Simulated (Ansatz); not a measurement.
# AlCCl+ (doublet): wave-function methods side by side, def2-QZVPP

The task here is to estimate one member of a computed series from the others.

Computed with Ansatz 0.2.0, Gaussian basis. Level: def2-QZVPP, core rule «outside noble gas», up to 11 orbitals frozen.

The runs, in order: UHF; ROHF; CCSD(T) on UHF.

2 further runs of the same task are left out: 2 set aside as unsound or not needed.

## The system

The geometry is a PBE0/def2-TZVP stationary point (not a proven minimum) of the parent state, kept for this charge and spin.

3 atoms, charge 1, spin multiplicity 2.

Atoms are counted from 1 here; the program's logs count them from 0.

Bond lengths: Al1–C2 1.911 Å, C2–Cl3 1.634 Å. Angles: Al1–C2–Cl3 147.4°.

Set-up of the first run:

File in.yaml:

```yaml
crystal:
  periodic: [false, false, false]
  atoms:
    - {symbol: Al, position_ang: [0.000000, -0.084423, 1.918457]}
    - {symbol: C, position_ang: [0.000000, 0.414488, 0.073585]}
    - {symbol: Cl, position_ang: [0.000000, -0.076169, -1.484972]}
basis:
  gaussian: {orbitals: "def2-QZVPP.json"}
total_charge: 1
magnetization: {spin_polarized: true, initial_magnetization: 1}
hamiltonian: {xc: hf}
output: {orbitals: {seedname: orbitals}}
```

Launch:

```
$ ansatz run in.yaml --threads 1 --pin off --events-out ev --progress --plain --max-ram 2393MiB
```

Among the steps run: UHF; ROHF; CCSD(T) on UHF.

One of the session's tables, all rows but one given; the rest of the session is left out.

| method | from UCCSD(T) (meV) |
| --- | --- |
| ROHF | +11957.1 |
| UHF | ? |
| UMP2 | +1559.7 |
| UCCSD | +636.6 |
| UCCSD(T) | 0 |

Estimate the missing values for UHF.

**Answer.** from UCCSD(T) (meV): +11126.3. In the column «from UCCSD(T) (meV)» it lies between UMP2 (+1559.7) and ROHF (+11957.1).

Caveats from the session: The determinant is far from a pure spin state, so its energy mixes those of several spin states (harmless only where they are near-degenerate, as at dissociation).
